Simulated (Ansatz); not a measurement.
```yaml
crystal:
  periodic: [false, false, false]
  atoms:
    - {symbol: Br, position_ang: [-0.548391, 0.274835, -0.001654]}
    - {symbol: Mg, position_ang: [1.718539, -0.959963, 0.005481]}
    - {symbol: H, position_ang: [2.033368, 1.360660, -0.001059]}
basis:
  gaussian: {orbitals: def2-TZVP}
magnetization: {spin_polarized: true, initial_magnetization: 2}
hamiltonian: {xc: pbe0}
relax: {f_tol: 0.004, max_steps: 80}
```

```sh
$ ansatz run in.yaml --threads 1 --pin off --events-out ev --progress --plain --max-ram 2176MiB
```

Steps of the relaxation (energy above the last step; positions in Å, forces in eV/Å):

```
3
step 1, 183.0 meV
Br   -0.548    0.275   -0.002    1.041   -0.354    0.003
Mg    1.719   -0.960    0.005   -0.822    0.436   -0.003
H     2.033    1.361   -0.001   -0.220   -0.082    0.000
```

```
3
step 2, 40.5 meV
Br   -0.378    0.308   -0.001    0.118    0.033    0.000
Mg    1.675   -0.971    0.005   -0.012    0.086    0.000
H     1.906    1.339   -0.001   -0.106   -0.118    0.000
```

```
3
step 3, 22.6 meV
Br   -0.316    0.357   -0.002   -0.142    0.083    0.000
Mg    1.697   -0.962    0.005    0.141    0.062    0.000
H     1.822    1.280   -0.001    0.002   -0.145    0.000
```

```
3
step 8, 0.0 meV
Br   -0.323    0.408   -0.002    0.000    0.000    0.000
Mg    1.755   -0.888    0.005    0.000    0.000    0.000
H     1.772    1.156   -0.001    0.000    0.000    0.000
```

Close pairs at the end: Mg2–H3 2.044 Å, Br1–Mg2 2.450 Å.

A stationary point of unrestricted PBE0 after 8 steps, with ⟨S²⟩ = 2.006 against 2.00 for a pure state; no frequencies were run, so it isn't proven a minimum. 39 s on 1 thread of Arm Neoverse V1, shared host.
